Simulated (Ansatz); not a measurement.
**AlO₂ (doublet): wave-function methods side by side, def2-QZVPP**

An exercise on one series of results from a longer session: the logs are not shown, and one member is left open.

The runs use Ansatz 0.2.0, Gaussian basis; def2-QZVPP, core rule «outside noble gas», up to 7 orbitals frozen.

To be run: UHF; ROHF; CCSD(T) on UHF.

5 further runs of the same task are left out: 2 that didn't finish, 3 set aside as unsound or not needed.

## The geometry

The geometry is a PBE0/def2-TZVP stationary point (not a proven minimum).

3 atoms, charge 0, spin multiplicity 2.

Atoms are counted from 1 here; the program's logs count them from 0.

Bond lengths: Al1–O2 1.733 Å, O2–O3 1.294 Å. Angles: Al1–O2–O3 180.0°.

As a file:

```xyz
3
charge 0, multiplicity 2
Al    0.0000    0.0000    1.5869
O     0.0000    0.0000   -0.1464
O     0.0000    0.0000   -1.4405
```

The first run:

Input file in.yaml:

```yaml
crystal:
  periodic: [false, false, false]
  atoms:
    - {symbol: Al, position_ang: [0.000000, 0.000000, 1.586946]}
    - {symbol: O, position_ang: [0.000000, 0.000000, -0.146400]}
    - {symbol: O, position_ang: [0.000000, 0.000000, -1.440545]}
basis:
  gaussian: {orbitals: "def2-QZVPP.json"}
magnetization: {spin_polarized: true, initial_magnetization: 1}
hamiltonian: {xc: hf}
output: {orbitals: {seedname: orbitals}}
```

The run is started by

```sh
$ ansatz run in.yaml --threads 1 --pin off --events-out ev --progress --plain --max-ram 2393MiB
```

Steps of the session up to this table: UHF; ROHF; CCSD(T) on UHF.

One table of the session follows, with a row left open; its other results are not shown here.

It belongs to the step «Misses and costs». 

| method | from UCCSD(T) (kJ/mol) |
| --- | --- |
| ROHF | ? |
| UHF | +1475.4 |
| UMP2 | +104.1 |
| UCCSD | +61.4 |
| UCCSD(T) | 0 |

**Question.** Estimate the row for ROHF.

The run gave: from UCCSD(T) (kJ/mol): +1493.6. In the column «from UCCSD(T) (kJ/mol)» it is the highest.
